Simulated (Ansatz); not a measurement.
One crystal and one scan (energy against volume) at two levels, PBE (plane waves to 420 eV, PAW, scalar-relativistic; Ansatz, an electronic-structure program) and PBEsol (plane waves to 420 eV, PAW, scalar-relativistic; Ansatz), each from its own relaxed cell and on its own mesh. The cell shown is that of PBE.

InAs (zinc blende)

```xyz
2
Lattice="0.0000 3.0933 3.0933 3.0933 0.0000 3.0933 3.0933 3.0933 0.0000" Properties=species:S:1:pos:R:3 pbc="T T T"
As     4.6400     4.6400     4.6400
In     0.0000     0.0000     0.0000
```

Equation-of-state scan: isotropic scaling of the cell above, V₀ being its volume. Symmetry pins the atoms to their sites.

Energies are smeared free energies. InAs was relaxed with its symmetry unable to fall. The PAW data are Ansatz's earlier set. Percentages come from the unrounded values. Both scans cover V/V₀ from 0.840 to 1.160.

Results of PBE:

| Property | Value |
|---|---|
| Lattice constant a (Å) | 6.187 |
| Pressure at the smallest volume (GPa) | 12.8 |
| Energy cost of the largest compression (meV/atom) | 160 |
| Energy cost of the largest expansion (meV/atom) | 86 |
| Bulk modulus B₀ (third-order Birch-Murnaghan fit) (GPa) | 48.3 |
| Pressure for 5 % compression (fit) (GPa) | 2.8 |

What does PBEsol give for the same quantities?


| quantity | PBEsol | PBE − PBEsol |
|---|---|---|
| Lattice constant a (Å) | 6.087 | +0.100 (+1.6 %) |
| Pressure at the smallest volume (GPa) | 14.6 | -1.8 (-13 %) |
| Energy cost of the largest compression (meV/atom) | 175 | -15 (-8 %) |
| Energy cost of the largest expansion (meV/atom) | 94 | -8 (-9 %) |
| Bulk modulus B₀ (third-order Birch-Murnaghan fit) (GPa) | 55.5 | -7.2 (-13 %) |
| Pressure for 5 % compression (fit) (GPa) | 3.2 | -0.4 (-13 %) |

PBE gives the higher value for: lattice constant a. PBE gives the lower value for: pressure at the smallest volume; energy cost of the largest compression; energy cost of the largest expansion; bulk modulus B₀; pressure for 5 % compression. (PBE) At this level the bands of InAs touch or barely overlap; measurements give the solid a gap. (PBEsol) At this level the bands of InAs touch or barely overlap; measurements give the solid a gap. For the lattice constant a the reference is 6.047 Å (measured, corrected to the static lattice; as given in Daniel Mejia-Rodriguez, S. B. Trickey, Physical Review B (2018), arXiv:1807.09216): PBEsol lies nearer. For the bulk modulus B₀ the reference is 58.6 GPa (measured, corrected to the static lattice; as given in Daniel Mejia-Rodriguez, S. B. Trickey, Physical Review B (2018), arXiv:1807.09216): PBEsol lies nearer. 

(A scan under strain: stresses follow from slopes of the energy per volume, elastic moduli from its curvatures.)
